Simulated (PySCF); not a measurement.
Al(CH3)2NH2, optimised at B3LYP/6-31G*:

```xyz
12

C     -1.6880    -0.8648     0.2038
Al    -0.0221     0.1738     0.0286
C      1.7671    -0.6452    -0.0848
N     -0.1405     1.9588    -0.0308
H     -1.6790    -1.4878     1.1083
H     -1.8235    -1.5512    -0.6429
H     -2.5810    -0.2299     0.2544
H      1.9879    -1.2508     0.8045
H      2.5687     0.0972    -0.1806
H      1.8445    -1.3220    -0.9465
H      0.6462     2.5908    -0.1193
H     -1.0041     2.4860     0.0191
```

Computed with PySCF and rigid-rotor harmonic-oscillator thermochemistry at 1 bar. 6-31G* has spherical d functions here. All species are closed-shell singlets. B3LYP is the form with VWN-RPA correlation. Al(CH3)2NH2: computed as isolated molecules; such fragments, hydroxides, amides, oligomers or adducts are transient or little studied in the gas.

List the harmonic frequencies (cm⁻¹, unscaled, methyl torsions left out) at this level and at the other levels, each on its own geometry.


- B3LYP/6-31G*: 163, 187, 191, 395, 418, 536, 589, 637, 641, 721, 724, 774, 844, 1280, 1282, 1488, 1493, 1497, 1498, 1613, 3028, 3030, 3091, 3092, 3107, 3107, 3562, 3650
- HF/6-31G*: 172, 199, 210, 402, 488, 559, 633, 665, 670, 761, 767, 821, 883, 1398, 1400, 1600, 1603, 1607, 1609, 1751, 3164, 3166, 3218, 3220, 3237, 3238, 3787, 3875
- PBE/def2-SVP: 159, 181, 184, 387, 418, 530, 544, 593, 613, 664, 684, 732, 821, 1165, 1166, 1373, 1378, 1382, 1384, 1480, 2960, 2962, 3046, 3047, 3064, 3064, 3494, 3583
- PBE0/def2-TZVP: 162, 187, 198, 395, 423, 550, 571, 606, 636, 685, 702, 755, 840, 1220, 1221, 1438, 1442, 1447, 1449, 1570, 3034, 3036, 3106, 3107, 3124, 3124, 3606, 3696
